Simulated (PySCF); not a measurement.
# Peak assignment

Bonds (- single, = double, # triple, : aromatic): C1=C2 1.319 Å, C2-C3 1.498 Å, C3-F4 1.339 Å, C3-F5 1.346 Å, C3-F6 1.346 Å. C1 carries H7, H8; C2 carries H9. H8 is cis to C3; H7 is trans to C3.

PySCF 2.14 calculation with J: B3LYP/pcJ-1, coordinates at the GFN2-xTB level and shieldings: GIAO PBE0/pcSseg-1; rapidly exchanging positions averaged, non-relativistic, a single conformation, no solvent model.

References, each an isolated molecule treated in the same way: TMS for ¹³C and ¹H.

**Question.** Assign these signals to the numbered atoms. ¹³C{¹H} NMR (computed): δ 135.8 (CH, q, J = 34.4 Hz), 131.8 (C, q, J = 338.0 Hz), 131.0 (CH2, q, J = 5.4 Hz).

**Answer.** 
| δ (ppm) | atoms | environment | reason |
| --- | --- | --- | --- |
| 135.8 | C2 | alkene CH | the olefinic region |
| 131.8 | C3 | CF3 carbon | 3 electronegative neighbours deshield it |
| 131.0 | C1 | terminal =CH2 carbon | the olefinic region |

C3 and C1 lie closer than the usual error of such a calculation, so a measured spectrum could show them in the other order.

**Question.** Assign these signals to the numbered atoms. ¹H NMR (500 MHz, computed): δ 6.35 (m, 1H), 6.15 (m, 1H), 6.00 (m, 1H).

**Answer.** 
6.35 → H8, hydrogen on a terminal =CH2 carbon: olefinic region
6.15 → H9, hydrogen on an alkene CH: a vinylic proton, deshielded by the sp2 carbon and the C=C anisotropy
6.00 → H7, hydrogen on a terminal =CH2 carbon: olefinic region

Common functionals overestimate the size of one-bond C–F couplings by tens of Hz; these are unscaled. Splittings below 1 Hz are ignored in the labels, and close J values are merged. Unscaled 3J(H,H) at this level run about 10 % above measured values. Shifts are as computed. Against solution values, carbons near 30 ppm lie about +3 ppm off and those near 130 ppm about +5 ppm. Of 1211 compounds with measured shifts, 218 miss one by over three times the rms of a fit or turn the order of signals round; such compounds aren't used in these exercises.
